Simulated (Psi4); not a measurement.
Psi4 input (wB97X-D/6-31G*):

```
memory 1500 MB

molecule {
0 3
C    -0.16236090   -1.63160929    0.00472890
C     0.56869988   -0.51929546   -0.00222610
C    -0.00500061    0.78581138   -0.00177715
H    -1.24346061   -1.60018079    0.01115878
H     0.31248639   -2.60293919    0.00410686
H     1.65159121   -0.55725999   -0.00865172
N    -0.44694960    1.85013432   -0.00156684
symmetry c1
no_reorient
no_com
}

set {
  basis 6-31G*
  reference uks
  scf_type pk
  dft_radial_points 99
  dft_spherical_points 590
  e_convergence 1e-8
  d_convergence 1e-7
  maxiter 150
}

e = energy('wb97x-d')
print_out(f'\nFINAL {e:.10f} DIPOLE {variable("CURRENT DIPOLE")[0]:.6f} {variable("CURRENT DIPOLE")[1]:.6f} {variable("CURRENT DIPOLE")[2]:.6f}\n')
```

Output:

```
   => Loading Basis Set <=

    Name: 6-31G*
    Role: ORBITAL
    Keyword: BASIS
    atoms 1-3 entry C          line   111 file 6-31gs.gbs
    atoms 4-6 entry H          line    44 file 6-31gs.gbs
    atoms 7   entry N          line   128 file 6-31gs.gbs

   => WB97X-D: Empirical Dispersion <=

    Chai and Head-Gordon Dispersion Correction
    Chai, J.-D.; Head-Gordon, M. (2010), J. Chem. Phys., 132: 6615-6620

        s6 =       1.000000

         ---------------------------------------------------------
                                   SCF
               by Justin Turney, Rob Parrish, Andy Simmonett
                          and Daniel G. A. Smith
                              UKS Reference
         ---------------------------------------------------------

  ==> Geometry <==

    Molecular point group: c1
    Full point group: C1

    Geometry (in Angstrom), charge = 0, multiplicity = 3:

       Center              X                  Y                   Z               Mass
    ------------   -----------------  -----------------  -----------------  -----------------
         C           -0.162360900000    -1.631609290000     0.004728900000    12.000000000000
         C            0.568699880000    -0.519295460000    -0.002226100000    12.000000000000
         C           -0.005000610000     0.785811380000    -0.001777150000    12.000000000000
         H           -1.243460610000    -1.600180790000     0.011158780000     1.007825032230
         H            0.312486390000    -2.602939190000     0.004106860000     1.007825032230
         H            1.651591210000    -0.557259990000    -0.008651720000     1.007825032230
         N           -0.446949600000     1.850134320000    -0.001566840000    14.003074004430

  Running in c1 symmetry.

  Rotational constants: A =      1.70664  B =      0.16564  C =      0.15099 [cm^-1]
  Rotational constants: A =  51163.66311  B =   4965.90002  C =   4526.55645 [MHz]
  Nuclear repulsion =   90.436367989328147

  Charge       = 0
  Multiplicity = 3
  Electrons    = 28
  Nalpha       = 15
  Nbeta        = 13

  ==> Algorithm <==

  SCF Algorithm Type is PK.
  DIIS enabled.
  MOM disabled.
  Fractional occupation disabled.
  Guess Type is SAD.
  Energy threshold   = 1.00e-08
  Density threshold  = 1.00e-07
  Integral threshold = 1.00e-12

  ==> Primary Basis <==

  Basis Set: 6-31G*
    Blend: 6-31G*
    Number of shells: 30
    Number of basis functions: 66
    Number of Cartesian functions: 66
    Spherical Harmonics?: false
    Max angular momentum: 2

  ==> DFT Potential <==

   => LibXC <=

    Version 7.1.2
    S. Lehtola, C. Steigemann, M. J. T. Oliveira, and M. A. L. Marques,  SoftwareX 7, 1–5 (2018) (10.1016/j.softx.2017.11.002)

   => Composite Functional: WB97X-D <=

    wB97X-D Hyb-GGA Exchange-Correlation Functional

    J.-D. Chai and M. Head-Gordon,  Phys. Chem. Chem. Phys. 10, 6615–6620 (2008) (10.1039/B810189B)

    Deriv               =              1
    GGA                 =           TRUE
    Meta                =          FALSE

    Exchange Hybrid     =           TRUE
    MP2 Hybrid          =          FALSE

   => Exchange-Correlation Functionals <=

    1.0000   wB97X-D range-separated functional

   => Exact (HF) Exchange <=

    0.7780            HF,LR [omega = 0.2000]
    0.2220               HF

   => LibXC Density Thresholds  <==

    XC_HYB_GGA_XC_WB97X_D:  1.00E-14

   => Molecular Quadrature <=

    Radial Scheme          =       TREUTLER
    Pruning Scheme         =           NONE
    Nuclear Scheme         =       TREUTLER

    Blocking Scheme        =         OCTREE
    BS radius alpha        =              1
    Pruning alpha          =              1
    Radial Points          =             99
    Spherical Points       =            590
    Total Points           =         384538
    Total Blocks           =           2785
    Max Points             =            256
    Max Functions          =             66
    Weights Tolerance      =       1.00E-15

  ==> Integral Setup <==

  Using in-core PK algorithm.
   Calculation information:
      Number of atoms:                   7
      Number of AO shells:              30
      Number of primitives:             72
      Number of atomic orbitals:        66
      Number of basis functions:        66

      Integral cutoff                 1.00e-12
      Number of threads:                 1

  Performing in-core PK
  Using 7336098 doubles for integral storage.
  We computed 103142 shell quartets total.
  Whereas there are 108345 unique shell quartets.

  Computing range-separated integrals for PK
  We computed 103142 wK shell quartets total.
  Whereas there are 108345 wK unique shell quartets.

  ==> DiskJK: Disk-Based J/K Matrices <==

    J tasked:                  Yes
    K tasked:                  Yes
    wK tasked:                 Yes
    Omega:               2.000E-01
    Schwarz Cutoff:          1E-12


  Cached 100.0% of DFT collocation blocks in 0.625 [GiB].

  Minimum eigenvalue in the overlap matrix is 1.3312410529E-03.
  Reciprocal condition number of the overlap matrix is 2.0235348575E-04.
    Using symmetric orthogonalization.

  ==> Pre-Iterations <==

  SCF Guess: Superposition of Atomic Densities via on-the-fly atomic UHF (no occupation information).

   -------------------------
    Irrep   Nso     Nmo
   -------------------------
     A         66      66
   -------------------------
    Total      66      66
   -------------------------

  ==> Iterations <==

                        Total Energy        Delta E     RMS |[F,P]|

   @UKS iter SAD:  -169.83299135967999   -1.69833e+02   0.00000e+00
   @UKS iter   1:  -170.49621296720881   -6.63222e-01   7.36551e-03 ADIIS/DIIS
   @UKS iter   2:  -170.49812384849727   -1.91088e-03   7.88792e-03 ADIIS/DIIS
   @UKS iter   3:  -170.61124907677075   -1.13125e-01   1.94737e-03 ADIIS/DIIS
   @UKS iter   4:  -170.61948781860156   -8.23874e-03   4.12926e-04 ADIIS/DIIS
   @UKS iter   5:  -170.62044752121022   -9.59703e-04   2.08293e-04 ADIIS/DIIS
   @UKS iter   6:  -170.62075568704606   -3.08166e-04   9.90530e-05 DIIS
   @UKS iter   7:  -170.62094233219005   -1.86645e-04   4.77260e-05 DIIS
   @UKS iter   8:  -170.62098280082853   -4.04686e-05   2.42738e-05 DIIS
   @UKS iter   9:  -170.62099434467382   -1.15438e-05   1.30108e-05 DIIS
   @UKS iter  10:  -170.62099826417818   -3.91950e-06   4.16784e-06 DIIS
   @UKS iter  11:  -170.62099866650544   -4.02327e-07   1.82256e-06 DIIS
   @UKS iter  12:  -170.62099873520438   -6.86989e-08   9.06306e-07 DIIS
   @UKS iter  13:  -170.62099875246034   -1.72560e-08   3.11130e-07 DIIS
   @UKS iter  14:  -170.62099875424877   -1.78844e-09   8.03071e-08 DIIS
  Energy and wave function converged.

  ==> Post-Iterations <==

   Electrons on quadrature grid:
      Nalpha   =   14.9999999513 ; deviation = -4.866e-08
      Nbeta    =   12.9999999931 ; deviation = -6.914e-09
      Ntotal   =   27.9999999444 ; deviation = -5.558e-08

   @Spin Contamination Metric:   2.032712146E-02
   @S^2 Expected:                2.000000000E+00
   @S^2 Observed:                2.020327121E+00
   @S   Expected:                1.000000000E+00
   @S   Observed:                1.000000000E+00

    Orbital Energies [Eh]
    ---------------------

    Alpha Occupied:

       1A    -14.467222     2A    -10.366748     3A    -10.346725
       4A    -10.328230     5A     -1.030495     6A     -0.946937
       7A     -0.764035     8A     -0.638992     9A     -0.577758
      10A     -0.504942    11A     -0.502522    12A     -0.462586
      13A     -0.431211    14A     -0.423877    15A     -0.228075

    Alpha Virtual:

      16A      0.100896    17A      0.164356    18A      0.196268
      19A      0.204548    20A      0.227979    21A      0.329812
      22A      0.396815    23A      0.403917    24A      0.571645
      25A      0.594284    26A      0.636808    27A      0.656548
      28A      0.688046    29A      0.710550    30A      0.716305
      31A      0.750380    32A      0.809062    33A      0.899904
      34A      0.909428    35A      0.930922    36A      0.980800
      37A      1.002044    38A      1.050995    39A      1.155435
      40A      1.226317    41A      1.286719    42A      1.393048
      43A      1.471684    44A      1.596774    45A      1.605269
      46A      1.633647    47A      1.702030    48A      1.761097
      49A      2.002340    50A      2.007723    51A      2.038236
      52A      2.054853    53A      2.081983    54A      2.152789
      55A      2.327582    56A      2.385892    57A      2.575317
      58A      2.708538    59A      2.875433    60A      2.876331
      61A      3.091514    62A      3.348601    63A      4.100550
      64A      4.160598    65A      4.284341    66A      4.693208

    Beta Occupied:

       1A    -14.459184     2A    -10.358141     3A    -10.348652
       4A    -10.316880     5A     -1.012374     6A     -0.901844
       7A     -0.731376     8A     -0.625450     9A     -0.560455
      10A     -0.491740    11A     -0.447805    12A     -0.437187
      13A     -0.423594

    Beta Virtual:

      14A     -0.122398    15A      0.072246    16A      0.107212
      17A      0.204895    18A      0.215993    19A      0.222626
      20A      0.243344    21A      0.337709    22A      0.404410
      23A      0.412482    24A      0.604098    25A      0.605315
      26A      0.638295    27A      0.695707    28A      0.696846
      29A      0.743173    30A      0.749672    31A      0.755545
      32A      0.818409    33A      0.919923    34A      0.924726
      35A      0.941683    36A      0.985624    37A      1.018596
      38A      1.063468    39A      1.170511    40A      1.237626
      41A      1.293731    42A      1.440346    43A      1.516542
      44A      1.605584    45A      1.630438    46A      1.644748
      47A      1.765967    48A      1.766980    49A      2.030097
      50A      2.037690    51A      2.066790    52A      2.085966
      53A      2.093660    54A      2.199255    55A      2.379855
      56A      2.448557    57A      2.593992    58A      2.733149
      59A      2.887394    60A      2.899087    61A      3.100363
      62A      3.354417    63A      4.122271    64A      4.201361
      65A      4.317771    66A      4.707406

    Final Occupation by Irrep:
              A
    DOCC [    13 ]
    SOCC [     2 ]
    NA   [    15 ]
    NB   [    13 ]

  @UKS Final Energy:  -170.62099875424877

   => Energetics <=

    Nuclear Repulsion Energy =             90.4363679893281471
    One-Electron Energy =                -407.6537713819421356
    Two-Electron Energy =                 163.2657795693097000
    DFT Exchange-Correlation Energy =     -16.6679852655188547
    Empirical Dispersion Energy =          -0.0013896654256564
    VV10 Nonlocal Energy =                  0.0000000000000000
    Total Energy =                       -170.6209987542487738

  UHF NO Occupations:
  HONO-2 :   13  A 1.9929844
  HONO-1 :   14  A 1.0000000
  HONO-0 :   15  A 1.0000000
  LUNO+0 :   16  A 0.0070156
  LUNO+1 :   17  A 0.0012148
  LUNO+2 :   18  A 0.0006854
  LUNO+3 :   19  A 0.0005339

Computation Completed

Properties will be evaluated at   0.000000,   0.000000,   0.000000 [a0]

Properties computed using the SCF density matrix

 Multipole Moments:

 ------------------------------------------------------------------------------------
     Multipole            Electronic (a.u.)      Nuclear  (a.u.)        Total (a.u.)
 ------------------------------------------------------------------------------------

 L = 1.  Multiply by 2.5417464519 to convert [e a0] to [Debye]
 Dipole X            :          0.5136185            0.0000000            0.5136185
 Dipole Y            :         -1.3273097            0.0000001           -1.3273096
 Dipole Z            :         -0.0000364           -0.0000001           -0.0000365
 Magnitude           :                                                    1.4232199

 ------------------------------------------------------------------------------------

FINAL -170.6209987542 DIPOLE 0.513619 -1.327310 -0.000037

*** Psi4 exiting successfully. Buy a developer a beer!
```
